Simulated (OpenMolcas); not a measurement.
# How the cost of UHF grows with the basis: triplet N2H4

The species is N2H4 (6 atoms), meant as a triplet with charge 0. As SMILES of the parent species, `NN`. The shape is that of a PBE0-D4/def2-TZVP optimisation. This is one conformer, not always the lowest. That shape belongs to the parent species and isn't relaxed for this state.

UHF, energy, OpenMolcas 26.06, on 1 thread of Arm Neoverse V1, shared host. N is the number of basis functions, t the processor time.

| basis | N | t (s) | ln N | ln t |
| --- | --- | --- | --- | --- |
| 6-311G(d,p) | 60 | 3.6 | 4.094 | 1.281 |
| 6-311++G(d,p) | 72 | 5.3 | 4.277 | 1.668 |
| 6-311++G(2d,2p) | 94 | 12 | 4.543 | 2.485 |
| 6-311++G(3df,3pd) | 150 | ? | 5.011 | ? |

**Question.** Fit t = C·Nᵖ to the known rows and estimate the time in 6-311++G(3df,3pd).

**Answer.** 
1. Means of the 3 rows: ln N = 4.30467, ln t = 1.8113.
2. Σ(Δln N)² = 0.10195, Σ(Δln N·Δln t) = 0.27625, so the slope is 0.27625/0.10195 = 2.7097.
3. Intercept: 1.8113 − (2.7097) × 4.30467 = -9.8531. The largest residual of the fit is 0.068.
4. ln t = -9.8531 + 2.7097 × 5.011, so t ≈ 41 s.

The run took 55 s, so the estimate is too short by a factor of about 1.3. The fitted power is 2.7, with the electron count fixed. Fixed start-up costs flatten the line at the short runs, so it runs low for the long one.
